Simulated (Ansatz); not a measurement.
Basis-set extrapolation for `CC(=O)OC(C)C` (PBE0-D4/def2-TZVP geometry, frozen core, Ansatz). Multiplicity 1, RHF reference.

|  | def2-TZVPP | def2-QZVPP |
| --- | --- | --- |
| HF | -345.054040 | -345.069968 |
| MP2 correlation | -1.316811 | -1.408241 |
| CCSD(T) correlation | -1.420495 | not run |

Energies in hartree. Use E(X) = E(∞) + A·exp(−7.88·√X) for Hartree–Fock and E(X) = E(∞) + B·X^(−2.97) for correlation, with X = 3 and 4, and add CCSD(T) minus MP2 of the smaller set to the MP2 limit.

Question: What is the CCSD(T) energy at the basis-set limit?

Answer: HF limit: -345.069968 + (-0.015928) × 0.13774 = -345.07216. MP2 limit: -1.408241 + (-0.091430) × 0.74074 = -1.47597. Higher-order term: -1.420495 − (-1.316811) = -0.10368. Total: -346.65181 hartree, 465.4 kJ/mol below CCSD(T)/def2-TZVPP.
